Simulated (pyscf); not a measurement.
Optimised with ωB97X-D3(BJ)/def2-SVP in PySCF. Correlated levels are frozen-core, on RHF or UHF. ΔMP2 is the change of the MP2 total energy from the triple- to the quadruple-zeta basis.

SMILES: [CH3][In]([F])[F]
```xyz
7

C      0.3170     0.4753    -0.1121
In    -1.5360    -0.5378    -0.2895
F     -1.8225    -2.4611    -0.0920
F     -3.2618     0.2884    -0.6862
H      0.7783     0.2138     0.8502
H      0.1518     1.5591    -0.1704
H      0.9775     0.1526    -0.9291
```
Charge 0, spin multiplicity 1.

### Question
How much does it cost (ΔH, 298 K, CCSD(T)/def2-TZVPP + ΔMP2(QZVPP)) to split H₃C–In(F)–F at its C–In bond into CH₃• + [F–In–F]•?

### Answer
C–In to CH₃• + [F–In–F]•: 274.3 kJ/mol. The radicals are drawn with the spin at the cut bond; how far it spreads was not checked. The CCSD(T) − MP2 part came from Ansatz, without density fitting, on the same reference. The frozen core leaves the outer d or s,p core shells of the metals and heavy elements correlated in the MP2 and CC values, and def2-TZVPP describes them poorly, which can shift differences by a few kcal/mol. Elements past Kr carry the def2 core potentials, without spin-orbit coupling.
